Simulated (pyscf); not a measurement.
This saddle point was located with ωB97X-D3(BJ)/def2-SVP in PySCF.

```
O
H 1 1.1109
H 2 1.1494 1 134.90
As 1 1.8283 2 125.23 3 135.70
H 4 1.5197 1 95.54 2 179.57
H 4 1.5258 5 91.81 1 -96.97
As 3 1.9710 2 82.20 1 -3.51
H 7 1.5223 3 82.79 2 -105.44
H 7 1.5595 8 90.54 3 -138.69
```

Surface: singlet, charge 0. Lowest wavenumbers (cm⁻¹): 1311i, 95, 117, 187, 364.

**Question.** Which two sides does it connect, and which bonds change?

**Answer.** HO–AsH₂ (SMILES O[AsH2]) + AsH₃ (SMILES [AsH3]) ⇌ H₂As–O–AsH₂ (SMILES [AsH2]O[AsH2]) + H₂ (SMILES [H][H]), a four-centre exchange read from left to right: H–O, As–H broken and As–O, H–H formed. At ωB97M-D3(BJ)/def2-TZVP it lies +56.7 kcal/mol from the left side and +47.1 kcal/mol from the right (each side as separated species at their lowest minima found). The same reactants have a lower exit, to H₂As–AsH₂ + H₂O (barrier +37.0 kcal/mol at ωB97M-D3(BJ), against +56.7 kcal/mol here). H₂As–O–AsH₂ lies 11.8 kcal/mol over its isomer HO–AsH–AsH₂, and others may lie lower still (electronic energy, ωB97M-D3(BJ)). This is the saddle that the search found; another between the same sides may lie lower. Elements up to Kr have no core potential and no relativistic terms here.
